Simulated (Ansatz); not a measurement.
**AlF3, singlet: reading a ladder of total energies**

Geometry: MP2(full)/6-31G*, from the G2/97 set.

```yaml
atoms:
  - { symbol: Al, position_ang: [0.0000, 0.0000, 0.0000] }
  - { symbol: F, position_ang: [0.0000, 1.6447, 0.0000] }
  - { symbol: F, position_ang: [1.4244, -0.8224, 0.0000] }
  - { symbol: F, position_ang: [-1.4244, -0.8224, 0.0000] }
```

Basis STO-3G; Ansatz 0.2.0. Correlated methods freeze the noble-gas cores, which leaves 24 electrons in 16 orbitals. R marks a restricted (for open shells ROHF) determinant.

Full CI is exact within this basis and frozen core; it isn't the basis-set limit.

Runs differ by some tens of microhartree through their thresholds, so steps under 0.03 kcal/mol mean nothing.

```json
{"level": "RHF", "total energy (hartree)": "-533.245357"}
{"level": "RMP2", "total energy (hartree)": "-533.316737"}
{"level": "RCCSD", "total energy (hartree)": "-533.329318"}
{"level": "RCCSD(T)", "total energy (hartree)": "-533.336800"}
{"level": "RCCSDT", "total energy (hartree)": "-533.337587"}
{"level": "RCCSDT(Q)", "total energy (hartree)": "-533.338124"}
{"level": "RCCSDTQ", "total energy (hartree)": "-533.337936"}
{"level": "full CI", "total energy (hartree)": "-533.337915"}
```

Q: What is the correlation energy at full CI, and what share of it do RMP2 and RCCSD(T) recover?

A: E(corr) = -533.337915 − (-533.245357) = -0.092558 hartree = -2.519 eV. RMP2: -0.071380 / -0.092558 = 77.12 %. RCCSD(T): -0.091443 / -0.092558 = 98.80 %.

Q: By how many kcal/mol does RCCSD(T) miss full CI (1 hartree = 627.509 kcal/mol), and which steps make up the rest?

A: -533.336800 − (-533.337915) = 0.001115 hartree = 0.70 kcal/mol. Steps: RCCSDT − RCCSD(T) = -0.49, RCCSDT(Q) − RCCSDT = -0.34, RCCSDTQ − RCCSDT(Q) = 0.12, full CI − RCCSDTQ = 0.01 kcal/mol. That is within 1 kcal/mol of the reference in this basis, which itself misses far more of the correlation at the basis-set limit.
